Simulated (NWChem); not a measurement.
# [NH4]+ (ammonium), run twice

Wanted: a single-point energy of [NH4]+ (ammonium), r2SCAN0/def2-TZVP (SMD carbon tetrachloride, esp esp).

The results are computed with NWChem 7.3.0.

1 further run of the same task is left out (set aside as unsound or not needed).

## 1. The structure to begin with

[NH4]+: 5 atoms, total charge +1, spin state singlet. SMILES: `[NH4+]`. The coordinates come from a GFN2-xTB relaxation.

Bond lengths: N1–H2 1.030 Å, N1–H3 1.029 Å, N1–H4 1.030 Å, N1–H5 1.030 Å. Angles: H2–N1–H3 109.5°, H2–N1–H4 109.4°, H2–N1–H5 109.5°, H3–N1–H4 109.5°, H3–N1–H5 109.4°, H4–N1–H5 109.5°.

## 2. Try one

work.nw reads:

```
start work
title "H4N"
memory total 2200 mb
charge -1

geometry noautosym nocenter
   zmatrix
     N
     H 1 1.029576
     H 1 1.029421 2 109.46638
     H 1 1.029591 3 109.47097 2 119.96426
     H 1 1.029656 3 109.44587 2 -120.02324
   end
end

basis spherical bse
   * library def2-TZVP
end

cosmo
   do_cosmo_smd true
   solvent carbntet
end

dft
   xc r2scan0
   grid xfine
   iterations 100
   mulliken
   print low
end

esp
   range 0.4
   spacing 0.035
   recalculate
end

task dft energy
task esp
```

Launch:

```bash
nwchem work.nw > work.out
```

What it wrote:

```text
[...]
 d= 0,ls=0.0,diis     1    -56.6717423387 -7.30D+01  2.91D-01  2.67D+00     1.4
[...]
 d= 0,ls=0.0,diis     6    -57.0184212660  7.17D-07  6.47D-06  2.11D-09    17.5
         Total DFT energy =      -57.018421266004
      One electron energy =     -112.100192076787
           Coulomb energy =       45.554021935306
    Exchange-Corr. energy =       -8.441387687300
 Nuclear repulsion energy =       16.280030548363
             COSMO energy =        1.689106014413
[...]
      Total Density - Mulliken Population Analysis
     ---------------------------------------------
    Atom       Charge   Shell Charges
 -----------   ------   -------------------------------------------------------
    1 N    7     5.80   0.82  1.15  0.68  0.80 -1.45  1.49  1.67  0.62  0.01  0.01  0.00
    2 H    1     1.55   0.25  0.36  0.90  0.04
    3 H    1     1.55   0.25  0.36  0.90  0.04
    4 H    1     1.55   0.25  0.36  0.90  0.04
    5 H    1     1.55   0.25  0.36  0.91  0.04
[...]
 Dipole moment                                  0.025379
 Quadrupole moment Qxx                         -0.027896
                   Qyy                         -0.079242
                   Qzz                          0.107138
[...]
```

Run time: 20 s. Hardware: 1 thread of AMD EPYC 7B13 (Zen 3), shared host; peak memory 0.12 GiB.

## 3. What went wrong

The run finished; that doesn't make the result usable.

Cause: the charge typed isn't that of the species meant. To mend it: charge 1 in place of -1.

## 4. The mended input

work.nw reads:

```
start work
title "H4N"
memory 2200 mb
charge 1
geometry noautosym nocenter
 zmatrix
   N
   H 1 1.029576
   H 1 1.029421 2 109.46638
   H 1 1.029591 3 109.47097 2 119.96426
   H 1 1.029656 3 109.44587 2 -120.02324
 end
end
basis spherical bse
 * library def2-TZVP
end
cosmo
 do_cosmo_smd true
 solvent carbntet
end
dft
 xc r2scan0
 grid xfine
 mulliken
 noprint "final vectors analysis"
end
esp
 range 0.4
 spacing 0.035
 recalculate
end
task dft energy
task esp
```

Launch:

```bash
nwchem work.nw > work.out
```

What it wrote:

```text
[...]
          Wavefunction type:  closed shell.
          No. of atoms     :     5
          No. of electrons :    10
[...]
          Charge           :     1
          Spin multiplicity:     1
[...]
          AO basis - number of functions:    55
[...]
              XC Information
              --------------
                     r^2SCAN0 Method XC Functional
                     Hartree-Fock (Exact) Exchange  0.250
               r^2SCAN metaGGA Exchange Functional  0.750
                     r^2SCAN Correlation Potential  1.000
[...]
 d= 0,ls=0.0,diis     1    -56.6789720753 -7.30D+01  1.47D-02  2.52D+00     1.4
[...]
 d= 0,ls=0.0,diis     4    -56.9528502381 -3.15D-09  8.78D-07  1.85D-08    11.2
         Total DFT energy =      -56.952850238066
      One electron energy =     -103.374622789102
           Coulomb energy =       39.780234396216
    Exchange-Corr. energy =       -8.088880909666
 Nuclear repulsion energy =       16.280030548363
             COSMO energy =       -1.549611483877
[...]
      Total Density - Mulliken Population Analysis
     ---------------------------------------------
    Atom       Charge   Shell Charges
 -----------   ------   -------------------------------------------------------
    1 N    7     7.44   0.82  1.16  0.54  0.84  0.13  1.58  1.78  0.59  0.01  0.01  0.00
    2 H    1     0.64   0.25  0.34  0.02  0.03
    3 H    1     0.64   0.25  0.34  0.02  0.03
    4 H    1     0.64   0.25  0.34  0.02  0.03
    5 H    1     0.64   0.25  0.34  0.02  0.03
[...]
 Dipole moment                                  0.000754
 Quadrupole moment Qxx                         -0.002972
                   Qyy                          0.006944
                   Qzz                         -0.003972
[...]
```

Run time: 14 s. Hardware: 1 thread of AMD EPYC 7B13 (Zen 3), shared host; peak memory 0.13 GiB.

## 5. Outcome

Level: r2SCAN0/def2-TZVP (SMD carbon tetrachloride, esp esp).

```
                  quantity          value
              total energy   -56.95285 Eh
               HOMO energy      -18.98 eV
               LUMO energy       -1.45 eV
             HOMO–LUMO gap       17.53 eV
solvent term in the energy  -193.4 kJ/mol
```
